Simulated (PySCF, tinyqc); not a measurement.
Inside a calculation (part 1 of 2). Method: RHF in the sto-3g basis, for CH+, spin multiplicity 1. The lowest restricted solution is unstable here: a spin-polarised one lies 0.0837 hartree lower (PySCF). Computed by tinyqc, a small Python program that keeps every step (integrals from PySCF). Settings: charge = 1, multiplicity = 1, basis = sto-3g, energy threshold = 1e-08, iteration cap = 54, orthogonalisation = canonical, start = core, DIIS depth = 0, method = RHF. Command: `OMP_NUM_THREADS=1 python tinyqc.py 30838 30839 out.jsonl` (the two numbers bound the seeds that draw the settings). One thread of a shared host (Intel(R) Xeon(R) Processor @ 2.60GHz), about 0.09 s of CPU time with the checks. Later iterations appear only in the table of the cycle.

## One-electron integrals

Geometry (angstrom):
```
atom         x         y         z
C     0.000000  0.000000  0.000000
H     0.000000  0.000000  2.223000
```

Basis sto-3g: exponents (1/bohr^2) and contraction coefficients of normalised primitives:
```
element  l (shell)   exponent  coefficient
C            s (1)  71.616837     0.154329
C            s (1)  13.045096     0.535328
C            s (1)   3.530512     0.444635
C            s (2)   2.941249    -0.099967
C            s (2)   0.683483     0.399513
C            s (2)   0.222290     0.700115
C            p (3)   2.941249     0.155916
C            p (3)   0.683483     0.607684
C            p (3)   0.222290     0.391957
H            s (1)   3.425251     0.154329
H            s (1)   0.623914     0.535328
H            s (1)   0.168855     0.444635
```

Overlap, kinetic and nuclear-attraction integrals over the contracted functions; the nuclear repulsion is the sum of Za Zb / Rab.

nuclear repulsion = 1.42827857 hartree

overlap S, order 1C 1s, 1C 2s, 1C 2px, 1C 2py, 1C 2pz, 2H 1s:
$$\begin{pmatrix}
1.000000 & 0.248362 & 0.000000 & 0.000000 & 0.000000 & 0.004561 \\
0.248362 & 1.000000 & 0.000000 & 0.000000 & 0.000000 & 0.085952 \\
0.000000 & 0.000000 & 1.000000 & 0.000000 & 0.000000 & 0.000000 \\
0.000000 & 0.000000 & 0.000000 & 1.000000 & 0.000000 & 0.000000 \\
0.000000 & 0.000000 & 0.000000 & 0.000000 & 1.000000 & 0.112648 \\
0.004561 & 0.085952 & 0.000000 & 0.000000 & 0.112648 & 1.000000
\end{pmatrix}$$

kinetic energy T (hartree), order 1C 1s, 1C 2s, 1C 2px, 1C 2py, 1C 2pz, 2H 1s:
$$\begin{pmatrix}
15.891122 & -0.085890 & 0.000000 & 0.000000 & 0.000000 & -0.002167 \\
-0.085890 & 0.472250 & 0.000000 & 0.000000 & 0.000000 & -0.015059 \\
0.000000 & 0.000000 & 1.477728 & 0.000000 & 0.000000 & 0.000000 \\
0.000000 & 0.000000 & 0.000000 & 1.477728 & 0.000000 & 0.000000 \\
0.000000 & 0.000000 & 0.000000 & 0.000000 & 1.477728 & -0.003015 \\
-0.002167 & -0.015059 & 0.000000 & 0.000000 & -0.003015 & 0.760032
\end{pmatrix}$$

nuclear attraction V (hartree), order 1C 1s, 1C 2s, 1C 2px, 1C 2py, 1C 2pz, 2H 1s:
$$\begin{pmatrix}
-33.890788 & -4.251350 & 0.000000 & 0.000000 & -0.004072 & -0.078497 \\
-4.251350 & -5.427804 & 0.000000 & 0.000000 & -0.047507 & -0.295611 \\
0.000000 & 0.000000 & -5.379410 & 0.000000 & 0.000000 & 0.000000 \\
0.000000 & 0.000000 & 0.000000 & -5.379410 & 0.000000 & 0.000000 \\
-0.004072 & -0.047507 & 0.000000 & 0.000000 & -5.399929 & -0.348406 \\
-0.078497 & -0.295611 & 0.000000 & 0.000000 & -0.348406 & -2.654735
\end{pmatrix}$$

core Hamiltonian H = T + V (hartree), order 1C 1s, 1C 2s, 1C 2px, 1C 2py, 1C 2pz, 2H 1s:
$$\begin{pmatrix}
-17.999666 & -4.337241 & 0.000000 & 0.000000 & -0.004072 & -0.080664 \\
-4.337241 & -4.955554 & 0.000000 & 0.000000 & -0.047507 & -0.310670 \\
0.000000 & 0.000000 & -3.901682 & 0.000000 & 0.000000 & 0.000000 \\
0.000000 & 0.000000 & 0.000000 & -3.901682 & 0.000000 & 0.000000 \\
-0.004072 & -0.047507 & 0.000000 & 0.000000 & -3.922200 & -0.351421 \\
-0.080664 & -0.310670 & 0.000000 & 0.000000 & -0.351421 & -1.894703
\end{pmatrix}$$

## Two-electron integrals

Functions are numbered as in S; the eight-fold symmetry (ij|kl) = (ji|kl) = (kl|ij) leaves the list below.

Two-electron integrals (ij|kl) in chemists' order, unique and non-zero (hartree):
```
(11|11) 3.541948   (21|11) 0.576921   (21|21) 0.111888   (22|11) 0.854682
(22|21) 0.205284   (22|22) 0.624709   (31|31) 0.020296   (32|31) 0.030858
(32|32) 0.137996   (33|11) 0.852436   (33|21) 0.205335   (33|22) 0.624568
(33|33) 0.672833   (41|41) 0.020296   (42|41) 0.030858   (42|42) 0.137996
(43|43) 0.036269   (44|11) 0.852436   (44|21) 0.205335   (44|22) 0.624568
(44|33) 0.600295   (44|44) 0.672833   (51|51) 0.020296   (52|51) 0.030858
(52|52) 0.137996   (53|53) 0.036269   (54|54) 0.036269   (55|11) 0.852436
(55|21) 0.205335   (55|22) 0.624568   (55|33) 0.600295   (55|44) 0.600295
(55|55) 0.672833   (61|11) 0.010561   (61|21) 0.002042   (61|22) 0.003759
(61|33) 0.003747   (61|44) 0.003747   (61|51) 0.000139   (61|52) 0.000262
(61|55) 0.003783   (61|61) 0.000038   (62|11) 0.042183   (62|21) 0.010351
(62|22) 0.037116   (62|33) 0.036156   (62|44) 0.036156   (62|51) 0.000985
(62|52) 0.008047   (62|55) 0.038997   (62|61) 0.000199   (62|62) 0.003839
(63|31) 0.000786   (63|32) 0.004785   (63|53) 0.001433   (63|63) 0.000350
(64|41) 0.000786   (64|42) 0.004785   (64|54) 0.001433   (64|64) 0.000350
(65|11) 0.047184   (65|21) 0.011675   (65|22) 0.043885   (65|33) 0.042083
(65|44) 0.042083   (65|51) 0.001602   (65|52) 0.012465   (65|55) 0.047439
(65|61) 0.000230   (65|62) 0.005250   (65|65) 0.007396   (66|11) 0.238017
(66|21) 0.059112   (66|22) 0.237662   (66|33) 0.231085   (66|44) 0.231085
(66|51) 0.004063   (66|52) 0.046913   (66|55) 0.250727   (66|61) 0.001126
(66|62) 0.036802   (66|65) 0.055783   (66|66) 0.774606
```

## Orthogonalisation

S = U s U^T; canonical form X = U s^(-1/2), so that X^T S X = 1. Each column of U has its largest component positive (the first on a tie).

eigenvalues of S: [0.735733, 0.893134, 1.000000, 1.000000, 1.103600, 1.267533]

X, order 1C 1s, 1C 2s, 1C 2px, 1C 2py, 1C 2pz, 2H 1s:
$$\begin{pmatrix}
-0.761863 & 0.288990 & 0.000000 & 0.000000 & -0.262893 & 0.577063 \\
0.816314 & -0.111559 & 0.000000 & 0.000000 & -0.120935 & 0.616961 \\
0.000000 & 0.000000 & 0.977714 & 0.209942 & 0.000000 & 0.000000 \\
0.000000 & 0.000000 & -0.209942 & 0.977714 & 0.000000 & 0.000000 \\
0.131456 & 0.734024 & 0.000000 & 0.000000 & 0.667490 & 0.106482 \\
-0.308389 & -0.696348 & 0.000000 & 0.000000 & 0.613877 & 0.252889
\end{pmatrix}$$

Within a degenerate level the vectors are fixed only up to a rotation; this is one choice.

## Starting guess

The start is the orbitals of the core Hamiltonian; D = 2 C_occ C_occ^T.

D at the start, order 1C 1s, 1C 2s, 1C 2px, 1C 2py, 1C 2pz, 2H 1s:
$$\begin{pmatrix}
2.131930 & -0.531466 & 0.000000 & 0.000000 & -0.002756 & 0.016279 \\
-0.531466 & 2.140838 & 0.000000 & 0.000000 & 0.012601 & -0.062463 \\
0.000000 & 0.000000 & 0.000000 & 0.000000 & 0.000000 & 0.000000 \\
0.000000 & 0.000000 & 0.000000 & 0.000000 & 0.000000 & 0.000000 \\
-0.002756 & 0.012601 & 0.000000 & 0.000000 & 2.016751 & -0.093465 \\
0.016279 & -0.062463 & 0.000000 & 0.000000 & -0.093465 & 0.006121
\end{pmatrix}$$

## Iteration 1: building the Fock matrix

J_ij = sum D_kl (ij|kl), K_ij = sum D_kl (ik|jl); F = H + J - 0.5 K; E = tr D H + tr D J / 2 - 0.25 tr D K + E_nn.

Coulomb J (hartree), order 1C 1s, 1C 2s, 1C 2px, 1C 2py, 1C 2pz, 2H 1s:
$$\begin{pmatrix}
10.474553 & 1.961568 & 0.000000 & 0.000000 & 0.000273 & 0.035968 \\
1.961568 & 4.189654 & 0.000000 & 0.000000 & 0.000268 & 0.236004 \\
0.000000 & 0.000000 & 4.135975 & 0.000000 & 0.000000 & 0.000000 \\
0.000000 & 0.000000 & 0.000000 & 4.135975 & 0.000000 & 0.000000 \\
0.000273 & 0.000268 & 0.000000 & 0.000000 & 4.281030 & 0.276422 \\
0.035968 & 0.236004 & 0.000000 & 0.000000 & 0.276422 & 1.449965
\end{pmatrix}$$

exchange K (hartree), order 1C 1s, 1C 2s, 1C 2px, 1C 2py, 1C 2pz, 2H 1s:
$$\begin{pmatrix}
7.218487 & 1.217692 & 0.000000 & 0.000000 & 0.000093 & 0.024206 \\
1.217692 & 1.630258 & 0.000000 & 0.000000 & 0.001143 & 0.083304 \\
0.000000 & 0.000000 & 0.378205 & 0.000000 & 0.000000 & 0.000000 \\
0.000000 & 0.000000 & 0.000000 & 0.378205 & 0.000000 & 0.000000 \\
0.000093 & 0.001143 & 0.000000 & 0.000000 & 1.652507 & 0.086195 \\
0.024206 & 0.083304 & 0.000000 & 0.000000 & 0.086195 & 0.012888
\end{pmatrix}$$

Fock matrix F (hartree), order 1C 1s, 1C 2s, 1C 2px, 1C 2py, 1C 2pz, 2H 1s:
$$\begin{pmatrix}
-11.134356 & -2.984518 & 0.000000 & 0.000000 & -0.003846 & -0.056799 \\
-2.984518 & -1.581029 & 0.000000 & 0.000000 & -0.047810 & -0.116318 \\
0.000000 & 0.000000 & 0.045191 & 0.000000 & 0.000000 & 0.000000 \\
0.000000 & 0.000000 & 0.000000 & 0.045191 & 0.000000 & 0.000000 \\
-0.003846 & -0.047810 & 0.000000 & 0.000000 & -0.467424 & -0.118096 \\
-0.056799 & -0.116318 & 0.000000 & 0.000000 & -0.118096 & -0.451182
\end{pmatrix}$$

total energy of this density = -37.09961162 hartree

## Iteration 1: diagonalisation and new density

Diagonalise F' = X^T F X, C = X C', fill 3 alpha and 3 beta electrons from the bottom; D = 2 C_occ C_occ^T. Each column has its largest component positive (the first on a tie).

F' = X^T F X (hartree):
$$\begin{pmatrix}
-3.823087 & 1.544368 & 0.000000 & 0.000000 & -1.713187 & 4.135577 \\
1.544368 & -1.096037 & 0.000000 & 0.000000 & 0.792393 & -2.009155 \\
0.000000 & 0.000000 & 0.045191 & 0.000000 & 0.000000 & 0.000000 \\
0.000000 & 0.000000 & 0.000000 & 0.045191 & 0.000000 & 0.000000 \\
-1.713187 & 0.792393 & 0.000000 & 0.000000 & -1.412816 & 2.291261 \\
4.135577 & -2.009155 & 0.000000 & 0.000000 & 2.291261 & -6.534843
\end{pmatrix}$$

orbital energies (hartree): MO1 -11.139345, MO2 -0.841171, MO3 -0.503572, MO4 -0.382695, MO5 0.045191, MO6 0.045191

coefficients C, order 1C 1s, 1C 2s, 1C 2px, 1C 2py, 1C 2pz, 2H 1s:
$$\begin{pmatrix}
0.994106 & -0.272942 & 0.056563 & 0.011092 & 0.000000 & 0.000000 \\
0.022782 & 1.010389 & -0.222622 & -0.055818 & 0.000000 & 0.000000 \\
0.000000 & 0.000000 & 0.000000 & 0.000000 & 0.153306 & 0.988179 \\
0.000000 & 0.000000 & 0.000000 & 0.000000 & 0.988179 & -0.153306 \\
0.000599 & 0.131740 & 0.723552 & -0.687073 & 0.000000 & 0.000000 \\
-0.001299 & 0.084859 & 0.596073 & 0.811354 & 0.000000 & 0.000000
\end{pmatrix}$$

D after iteration 1, order 1C 1s, 1C 2s, 1C 2px, 1C 2py, 1C 2pz, 2H 1s:
$$\begin{pmatrix}
2.131885 & -0.531442 & 0.000000 & 0.000000 & 0.011128 & 0.018524 \\
-0.531442 & 2.141929 & 0.000000 & 0.000000 & -0.055912 & -0.093975 \\
0.000000 & 0.000000 & 0.000000 & 0.000000 & 0.000000 & 0.000000 \\
0.000000 & 0.000000 & 0.000000 & 0.000000 & 0.000000 & 0.000000 \\
0.011128 & -0.055912 & 0.000000 & 0.000000 & 1.081768 & 0.884937 \\
0.018524 & -0.093975 & 0.000000 & 0.000000 & 0.884937 & 0.725012
\end{pmatrix}$$

Within a degenerate level the vectors are fixed only up to a rotation; this is one choice.

## Iteration 2: building the Fock matrix

As before.

Coulomb J (hartree), order 1C 1s, 1C 2s, 1C 2px, 1C 2py, 1C 2pz, 2H 1s:
$$\begin{pmatrix}
9.939169 & 1.834484 & 0.000000 & 0.000000 & 0.002602 & 0.033649 \\
1.834484 & 3.860752 & 0.000000 & 0.000000 & 0.039827 & 0.234994 \\
0.000000 & 0.000000 & 3.821575 & 0.000000 & 0.000000 & 0.000000 \\
0.000000 & 0.000000 & 0.000000 & 3.821575 & 0.000000 & 0.000000 \\
0.002602 & 0.039827 & 0.000000 & 0.000000 & 3.923230 & 0.284694 \\
0.033649 & 0.234994 & 0.000000 & 0.000000 & 0.284694 & 1.873174
\end{pmatrix}$$

exchange K (hartree), order 1C 1s, 1C 2s, 1C 2px, 1C 2py, 1C 2pz, 2H 1s:
$$\begin{pmatrix}
7.199720 & 1.190080 & 0.000000 & 0.000000 & 0.001192 & 0.026185 \\
1.190080 & 1.518134 & 0.000000 & 0.000000 & 0.004692 & 0.138313 \\
0.000000 & 0.000000 & 0.347205 & 0.000000 & 0.000000 & 0.000000 \\
0.000000 & 0.000000 & 0.000000 & 0.347205 & 0.000000 & 0.000000 \\
0.001192 & 0.004692 & 0.000000 & 0.000000 & 1.120938 & 0.329413 \\
0.026185 & 0.138313 & 0.000000 & 0.000000 & 0.329413 & 0.668963
\end{pmatrix}$$

Fock matrix F (hartree), order 1C 1s, 1C 2s, 1C 2px, 1C 2py, 1C 2pz, 2H 1s:
$$\begin{pmatrix}
-11.660357 & -3.097796 & 0.000000 & 0.000000 & -0.002066 & -0.060108 \\
-3.097796 & -1.853869 & 0.000000 & 0.000000 & -0.010026 & -0.144832 \\
0.000000 & 0.000000 & -0.253709 & 0.000000 & 0.000000 & 0.000000 \\
0.000000 & 0.000000 & 0.000000 & -0.253709 & 0.000000 & 0.000000 \\
-0.002066 & -0.010026 & 0.000000 & 0.000000 & -0.559439 & -0.231434 \\
-0.060108 & -0.144832 & 0.000000 & 0.000000 & -0.231434 & -0.356011
\end{pmatrix}$$

total energy of this density = -37.24134845 hartree

## Iteration 2: diagonalisation and new density

As before.

F' = X^T F X (hartree):
$$\begin{pmatrix}
-4.132104 & 1.731189 & 0.000000 & 0.000000 & -1.784691 & 4.227651 \\
1.731189 & -1.032156 & 0.000000 & 0.000000 & 0.737345 & -2.095973 \\
0.000000 & 0.000000 & -0.253709 & 0.000000 & 0.000000 & 0.000000 \\
0.000000 & 0.000000 & 0.000000 & -0.253709 & 0.000000 & 0.000000 \\
-1.784691 & 0.737345 & 0.000000 & 0.000000 & -1.559800 & 2.404219 \\
4.227651 & -2.095973 & 0.000000 & 0.000000 & 2.404219 & -6.900257
\end{pmatrix}$$

orbital energies (hartree): MO1 -11.664477, MO2 -1.100498, MO3 -0.642064, MO4 -0.253709, MO5 -0.253709, MO6 -0.217278

coefficients C, order 1C 1s, 1C 2s, 1C 2px, 1C 2py, 1C 2pz, 2H 1s:
$$\begin{pmatrix}
0.994732 & -0.274528 & 0.023144 & 0.000000 & 0.000000 & 0.025926 \\
0.020443 & 1.025322 & -0.096044 & 0.000000 & 0.000000 & -0.114682 \\
0.000000 & 0.000000 & 0.000000 & 0.243703 & 0.969850 & 0.000000 \\
0.000000 & 0.000000 & 0.000000 & 0.969850 & -0.243703 & 0.000000 \\
0.000298 & 0.028476 & 0.845979 & 0.000000 & 0.000000 & -0.544483 \\
-0.000972 & 0.052992 & 0.445072 & 0.000000 & 0.000000 & 0.905485
\end{pmatrix}$$

D after iteration 2, order 1C 1s, 1C 2s, 1C 2px, 1C 2py, 1C 2pz, 2H 1s:
$$\begin{pmatrix}
2.130787 & -0.526734 & 0.000000 & 0.000000 & 0.024118 & -0.010427 \\
-0.526734 & 2.121856 & 0.000000 & 0.000000 & -0.104095 & 0.023134 \\
0.000000 & 0.000000 & 0.000000 & 0.000000 & 0.000000 & 0.000000 \\
0.000000 & 0.000000 & 0.000000 & 0.000000 & 0.000000 & 0.000000 \\
0.024118 & -0.104095 & 0.000000 & 0.000000 & 1.432983 & 0.756061 \\
-0.010427 & 0.023134 & 0.000000 & 0.000000 & 0.756061 & 0.401796
\end{pmatrix}$$

Within a degenerate level the vectors are fixed only up to a rotation; this is one choice.

## Iteration 3: building the Fock matrix

As before.

Coulomb J (hartree), order 1C 1s, 1C 2s, 1C 2px, 1C 2py, 1C 2pz, 2H 1s:
$$\begin{pmatrix}
10.143121 & 1.883091 & 0.000000 & 0.000000 & -0.001348 & 0.034510 \\
1.883091 & 3.988913 & 0.000000 & 0.000000 & 0.010824 & 0.234886 \\
0.000000 & 0.000000 & 3.943583 & 0.000000 & 0.000000 & 0.000000 \\
0.000000 & 0.000000 & 0.000000 & 3.943583 & 0.000000 & 0.000000 \\
-0.001348 & 0.010824 & 0.000000 & 0.000000 & 4.063648 & 0.280653 \\
0.034510 & 0.234886 & 0.000000 & 0.000000 & 0.280653 & 1.696155
\end{pmatrix}$$

exchange K (hartree), order 1C 1s, 1C 2s, 1C 2px, 1C 2py, 1C 2pz, 2H 1s:
$$\begin{pmatrix}
7.205964 & 1.200861 & 0.000000 & 0.000000 & 0.000408 & 0.025878 \\
1.200861 & 1.560650 & 0.000000 & 0.000000 & -0.031596 & 0.147611 \\
0.000000 & 0.000000 & 0.358034 & 0.000000 & 0.000000 & 0.000000 \\
0.000000 & 0.000000 & 0.000000 & 0.358034 & 0.000000 & 0.000000 \\
0.000408 & -0.031596 & 0.000000 & 0.000000 & 1.342955 & 0.298198 \\
0.025878 & 0.147611 & 0.000000 & 0.000000 & 0.298198 & 0.414797
\end{pmatrix}$$

Fock matrix F (hartree), order 1C 1s, 1C 2s, 1C 2px, 1C 2py, 1C 2pz, 2H 1s:
$$\begin{pmatrix}
-11.459527 & -3.054580 & 0.000000 & 0.000000 & -0.005624 & -0.059094 \\
-3.054580 & -1.746966 & 0.000000 & 0.000000 & -0.020884 & -0.149589 \\
0.000000 & 0.000000 & -0.137116 & 0.000000 & 0.000000 & 0.000000 \\
0.000000 & 0.000000 & 0.000000 & -0.137116 & 0.000000 & 0.000000 \\
-0.005624 & -0.020884 & 0.000000 & 0.000000 & -0.530029 & -0.219867 \\
-0.059094 & -0.149589 & 0.000000 & 0.000000 & -0.219867 & -0.405947
\end{pmatrix}$$

total energy of this density = -37.26113811 hartree

## Iteration 3: diagonalisation and new density

As before.

F' = X^T F X (hartree):
$$\begin{pmatrix}
-4.001978 & 1.678036 & 0.000000 & 0.000000 & -1.756492 & 4.195294 \\
1.678036 & -1.037911 & 0.000000 & 0.000000 & 0.760942 & -2.057095 \\
0.000000 & 0.000000 & -0.137116 & 0.000000 & 0.000000 & 0.000000 \\
0.000000 & 0.000000 & 0.000000 & -0.137116 & 0.000000 & 0.000000 \\
-1.756492 & 0.760942 & 0.000000 & 0.000000 & -1.534464 & 2.345830 \\
4.195294 & -2.057095 & 0.000000 & 0.000000 & 2.345830 & -6.767206
\end{pmatrix}$$

orbital energies (hartree): MO1 -11.463968, MO2 -0.999881, MO3 -0.619846, MO4 -0.257862, MO5 -0.137116, MO6 -0.137116

coefficients C, order 1C 1s, 1C 2s, 1C 2px, 1C 2py, 1C 2pz, 2H 1s:
$$\begin{pmatrix}
0.994499 & -0.273128 & 0.039969 & 0.029002 & 0.000000 & 0.000000 \\
0.021315 & 1.016043 & -0.160664 & -0.124378 & 0.000000 & 0.000000 \\
0.000000 & 0.000000 & 0.000000 & 0.000000 & 0.969697 & 0.244309 \\
0.000000 & 0.000000 & 0.000000 & 0.000000 & -0.244309 & 0.969697 \\
0.000656 & 0.063641 & 0.803975 & -0.602102 & 0.000000 & 0.000000 \\
-0.001063 & 0.095294 & 0.502132 & 0.871541 & 0.000000 & 0.000000
\end{pmatrix}$$

D after iteration 3, order 1C 1s, 1C 2s, 1C 2px, 1C 2py, 1C 2pz, 2H 1s:
$$\begin{pmatrix}
2.130449 & -0.525466 & 0.000000 & 0.000000 & 0.030810 & -0.014029 \\
-0.525466 & 2.117221 & 0.000000 & 0.000000 & -0.128987 & 0.032250 \\
0.000000 & 0.000000 & 0.000000 & 0.000000 & 0.000000 & 0.000000 \\
0.000000 & 0.000000 & 0.000000 & 0.000000 & 0.000000 & 0.000000 \\
0.030810 & -0.128987 & 0.000000 & 0.000000 & 1.300853 & 0.819531 \\
-0.014029 & 0.032250 & 0.000000 & 0.000000 & 0.819531 & 0.522437
\end{pmatrix}$$

Within a degenerate level the vectors are fixed only up to a rotation; this is one choice.

## Iteration 11 (converged): orbitals

converged F (hartree), order 1C 1s, 1C 2s, 1C 2px, 1C 2py, 1C 2pz, 2H 1s:
$$\begin{pmatrix}
-11.518778 & -3.067507 & 0.000000 & 0.000000 & -0.006696 & -0.059269 \\
-3.067507 & -1.776972 & 0.000000 & 0.000000 & -0.014530 & -0.154259 \\
0.000000 & 0.000000 & -0.170959 & 0.000000 & 0.000000 & 0.000000 \\
0.000000 & 0.000000 & 0.000000 & -0.170959 & 0.000000 & 0.000000 \\
-0.006696 & -0.014530 & 0.000000 & 0.000000 & -0.540767 & -0.225709 \\
-0.059269 & -0.154259 & 0.000000 & 0.000000 & -0.225709 & -0.396165
\end{pmatrix}$$

As before.

F' = X^T F X (hartree):
$$\begin{pmatrix}
-4.035219 & 1.699277 & 0.000000 & 0.000000 & -1.764379 & 4.206365 \\
1.699277 & -1.039619 & 0.000000 & 0.000000 & 0.754577 & -2.065085 \\
0.000000 & 0.000000 & -0.170959 & 0.000000 & 0.000000 & 0.000000 \\
0.000000 & 0.000000 & 0.000000 & -0.170959 & 0.000000 & 0.000000 \\
-1.764379 & 0.754577 & 0.000000 & 0.000000 & -1.545605 & 2.359919 \\
4.206365 & -2.065085 & 0.000000 & 0.000000 & 2.359919 & -6.808180
\end{pmatrix}$$

orbital energies (hartree): MO1 -11.523132, MO2 -1.028298, MO3 -0.630733, MO4 -0.246459, MO5 -0.170959, MO6 -0.170959

coefficients C, order 1C 1s, 1C 2s, 1C 2px, 1C 2py, 1C 2pz, 2H 1s:
$$\begin{pmatrix}
0.994564 & -0.273411 & 0.034573 & 0.030965 & 0.000000 & 0.000000 \\
0.021072 & 1.018077 & -0.140625 & -0.131834 & 0.000000 & 0.000000 \\
0.000000 & 0.000000 & 0.000000 & 0.000000 & 0.217654 & 0.976026 \\
0.000000 & 0.000000 & 0.000000 & 0.000000 & 0.976026 & -0.217654 \\
0.000737 & 0.047019 & 0.816501 & -0.586574 & 0.000000 & 0.000000 \\
-0.001055 & 0.090660 & 0.486678 & 0.880753 & 0.000000 & 0.000000
\end{pmatrix}$$

D after iteration 11, order 1C 1s, 1C 2s, 1C 2px, 1C 2py, 1C 2pz, 2H 1s:
$$\begin{pmatrix}
2.130214 & -0.524516 & 0.000000 & 0.000000 & 0.032212 & -0.018022 \\
-0.524516 & 2.113400 & 0.000000 & 0.000000 & -0.133871 & 0.047675 \\
0.000000 & 0.000000 & 0.000000 & 0.000000 & 0.000000 & 0.000000 \\
0.000000 & 0.000000 & 0.000000 & 0.000000 & 0.000000 & 0.000000 \\
0.032212 & -0.133871 & 0.000000 & 0.000000 & 1.337770 & 0.803271 \\
-0.018022 & 0.047675 & 0.000000 & 0.000000 & 0.803271 & 0.490153
\end{pmatrix}$$

Within a degenerate level the vectors are fixed only up to a rotation; this is one choice.
